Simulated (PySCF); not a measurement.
# How the method changes the constants of Cl₂⁻

State: doublet, unpaired electrons σ ↑. Set-up: Cl def2-TZVPPD; no relativity (PySCF 2.14). De refers to Cl + Cl⁻ in their high-spin ground configurations, without counterpoise correction. The functionals are run spin-unrestricted.

| Level | Re (Å) | ωe (cm⁻¹) | De (eV) | CPU s a point (SCF and correlation, without the integrals) |
| --- | --- | --- | --- | --- |
| UHF | 2.637 | 249 | n/a | 1.8 |
| UHF-MP2 | 2.568 | 265 | 1.27 | 3.2 |
| UHF-SCS-MP2 | 2.586 | 260 | 1.14 | n/a |
| UHF-CCSD | 2.602 | 254 | n/a | n/a |
| UHF-CCSD(T) | 2.600 | 253 | 1.22 | 120 |
| LDA | 2.583 | 235 | 2.12 | 1.3 |
| PBE | 2.688 | 195 | 1.77 | 1.8 |
| BLYP | 2.778 | 173 | 1.67 | 1.2 |
| r²SCAN | 2.670 | 209 | 1.66 | 2.6 |
| PBE0 | 2.624 | 227 | 1.54 | 3.7 |
| B97-3 | 2.670 | 209 | 1.50 | 2.2 |
| M06 | 2.687 | 198 | 1.52 | 3.7 |
| MN15 | 2.650 | 224 | 1.46 | 3.8 |
| LC-ωPBE | 2.564 | 265 | 1.27 | 3 |

Task: Which functional lies closest to UHF-CCSD(T) in De, which farthest, and by how much do they differ from it?

Result: Closest is LC-ωPBE (-3.6 pm in Re, +4.7 % in ωe, +0.05 eV in De against UHF-CCSD(T) in the same basis), farthest LDA (-1.7 pm in Re, -7.1 % in ωe, +0.90 eV in De). CCSD(T) converges more slowly with the basis than the functionals do and binds too weakly in this one, so the order can change at the basis-set limit.

Task: What does a quarter of exact exchange do here, going from PBE to PBE0?

Result: PBE0 less PBE: -6.4 pm in Re, +16.4 % in ωe, -0.23 eV in De. Exact exchange removes part of the self-interaction that spreads semilocal densities, and in most molecules shortens and stiffens the bond and lowers De; so it does here.

Task: What does the gradient correction do here, going from LDA to PBE?

Result: PBE less LDA: +10.5 pm in Re, -17.0 % in ωe, -0.35 eV in De. The gradient correction favours the more uneven density of free atoms, so it tends to lengthen bonds and takes away much of the overbinding of LDA; so it does here.

Correlated steps freeze 10 core orbitals. The state is the lowest determinant that a PBE0 search found; another state may lie lower at other levels.

The whole job (state search and all levels along the bond) took about 12 min on 2 threads of Arm Neoverse V1 (shared host), peak memory 4.5 GiB.
